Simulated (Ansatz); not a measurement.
# CSi2: the cost of one run

Computed with Ansatz 0.2.0 (the levels named in each step, unless a step's input says otherwise).

### Step 1. The starting structure

Bond lengths: Si1–C2 1.742 Å, C2–Si3 1.742 Å. Angles: Si1–C2–Si3 180.0°.

As a file:

```xyz
3

Si    0.0000    0.0000   -1.7418
C     0.0000    0.0000    0.0000
Si    0.0000    0.0000    1.7418
```

### Step 2. A rough first relaxation, PBE-D4/def2-SVP

This run stands in another session on the same molecule. It ended at:

```xyz
3

Si    0.0000    0.0000   -1.7130
C     0.0000    0.0000    0.0000
Si    0.0000    0.0000    1.7130
```

### Step 3. Relaxation, PBE0-D4/def2-TZVPP

This run stands in another session on the same molecule. It ended at:

```xyz
3

Si    0.0000    0.0000   -1.6850
C     0.0000    0.0000    0.0000
Si    0.0000    0.0000    1.6850
```

### Step 4. Relaxation, CCSD(T)/cc-pV(T+d)Z

Contents of input.yaml:

```yaml
crystal:
  periodic: [false, false, false]
  atoms:
    - { symbol: Si, position_ang: [0.0, 0.0, -1.68503172] }
    - { symbol: C, position_ang: [0.0, 0.0, -3.0e-07] }
    - { symbol: Si, position_ang: [0.0, 0.0, 1.68503202] }
basis:
  gaussian: { orbitals: "cc-pV(T+d)Z.json" }
correlation:
  method: ccsd_t
relax:
  f_tol: 0.002
  max_steps: 40
```

Command:

```bash
> ansatz run input.yaml --threads 2 --pin off --max-ram 5120MiB --backend cpu --events-out ev --progress --plain --runs-dir out
```

Q: Estimate wall time and peak memory on 2 threads of Intel Xeon at 2.70GHz, shared host.

About 89 s, with a peak of 0.59 GiB.
